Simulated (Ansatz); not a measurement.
Species: CH4, charge 1, multiplicity 2. 
Structure (B3LYP-D3(BJ)/def2-TZVP (Ansatz, a quantum-chemistry and plane-wave program) minimum search):
```
C
H 1 1.1207
H 1 1.1207 2 140.95
H 1 1.1207 2 96.41 3 108.48
H 1 1.1207 2 96.41 4 143.04
```
Charge +1, spin multiplicity 2.

Basis-set convergence of Hartree-Fock and CCSD(T) correlation energies (hartree) with Ansatz. Correlated levels leave the core frozen unless marked. UHF or UKS for open shells. No spin-orbit coupling. No relativistic terms.

| basis | functions | E(HF) | E(corr, CCSD(T)) |
|---|---|---|---|
| aug-cc-pVDZ | 59 | -39.76216 | -0.16574 |
| aug-cc-pVTZ | 138 | [?] | [?] |

Some entries are withheld; supply them.


- aug-cc-pVTZ, E(HF): -39.77436
- aug-cc-pVTZ, E(corr, CCSD(T)): -0.19334
